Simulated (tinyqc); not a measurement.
Starting guesses with DIIS over 6 matrices: SCF starting guesses in the sto-3g basis, for CH3, spin multiplicity 2. Computed by the program tinyqc with PySCF. 

Geometry (angstrom):
```
atom,x,y,z
C,0.0000,0.0000,0.0730
H,1.2330,0.0000,0.0000
H,-0.6170,1.0680,0.0000
H,-0.6170,-1.0680,0.0000
```

lowest solution found by these runs and by PySCF with stability checks = -39.027133 hartree

UHF with one setting changed at a time; a run stops when the energy changes by less than 1e-09 hartree and the error matrix is below 1e-5. Starts: the lowest orbitals of the core Hamiltonian, of the Wolfsberg-Helmholz matrix (K = 1.75), projected atomic densities, random orbitals, and the highest orbitals of the core Hamiltonian (a deliberately bad start).

Largest element of the error matrix X^T (FDS - SDF) X:
```
iteration,core,Wolfsberg-Helmholz,atomic densities,random,highest core orbitals
1,3.5e-01,2.1e-01,3.7e-01,1.7e+00,1.2e-01
2,1.2e-01,4.9e-02,4.1e-02,1.2e-01,3.9e-01
3,1.8e-02,1.4e-02,1.5e-02,1.2e-01,3.5e-01
4,5.1e-03,5.2e-03,6.1e-03,8.5e-02,3.8e-01
5,2.7e-03,3.0e-03,3.2e-03,2.3e-02,3.8e-01
6,6.0e-04,3.1e-04,1.2e-04,1.3e-02,3.9e-01
8,1.3e-05,2.8e-05,9.0e-06,1.9e-03,1.2e-01
10,2.6e-07,1.6e-07,-,2.0e-04,9.6e-03
14,-,-,-,1.6e-06,3.5e-04
```

How each run ends:
```
run,iterations,E (hartree),state
core,10,-39.027133,lowest found
Wolfsberg-Helmholz,10,-39.027133,lowest found
atomic densities,9,-39.027133,lowest found
random,15,-39.027133,lowest found
highest core orbitals,18,-39.027133,lowest found
```

5 of 5 runs reach the lowest solution found, in 9 to 18 iterations (fastest: atomic densities). The first errors are 3e-01, 2e-01, 4e-01, 2e+00, 1e-01; the deliberately bad start has the smallest one, so a small first error does not mark a good start.
